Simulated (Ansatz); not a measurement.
Geometry optimisation, RHF/def2-SVP (Ansatz).

input.yaml

```yaml
crystal:
  periodic: [false, false, false]
  atoms:
    - { symbol: C, position_ang: [-0.98, 0.6279, -0.8725] }
    - { symbol: Si, position_ang: [-0.197, -0.6451, 0.0974] }
    - { symbol: P, position_ang: [-1.73598, -1.73777, 1.2181] }
    - { symbol: H, position_ang: [-1.6697, 0.2511, -1.5945] }
    - { symbol: H, position_ang: [-0.3064, 1.2522, -1.4814] }
    - { symbol: H, position_ang: [-1.5804, 1.3812, -0.2422] }
    - { symbol: H, position_ang: [0.72753, -0.03997, 1.10212] }
    - { symbol: H, position_ang: [0.51629, -1.60257, -0.71116] }
    - { symbol: H, position_ang: [-0.89105, -2.48706, 2.10382] }
    - { symbol: H, position_ang: [-2.0491, -0.75353, 2.18331] }
basis:
  gaussian: { orbitals: def2-SVP }
hamiltonian:
  xc: hf
relax:
  f_tol: 0.015
  max_steps: 40
```

Run as:

```bash
$ ansatz run input.yaml --threads 1 --pin off --max-ram 2048MiB --backend cpu --events-out ev --progress --plain --runs-dir out
```

Question: Where does it end, and by what steps?

Answer: The run converged. After 4 steps the energy has fallen by 0.335 eV; P3 moved furthest, 0.10 Å.

```
step  energy less start (eV)  largest force component (eV/Å)  accepted
   0                  0.0000                           3.801       yes
   1                 -0.2477                           1.480       yes
   2                 -0.3272                           0.275       yes
   3                 -0.3328                           0.146       yes
   4                 -0.3347                           0.011       yes
```

```xyz
10
Properties=species:S:1:pos:R:3
C -1.010 0.697 -0.914
Si -0.187 -0.626 0.149
P -1.785 -1.806 1.271
H -1.727 0.251 -1.606
H -0.263 1.238 -1.499
H -1.541 1.423 -0.294
H 0.790 -0.002 1.075
H 0.541 -1.598 -0.703
H -0.897 -2.527 2.102
H -2.087 -0.804 2.222
```

Whether the end is a true minimum wasn't checked by a vibrational analysis.

Run time: 22 s on 1 thread of Intel(R) Xeon(R) Processor @ 2.50GHz (Skylake/Cascade Lake), with other jobs on the host, peak memory 0.15 GiB.
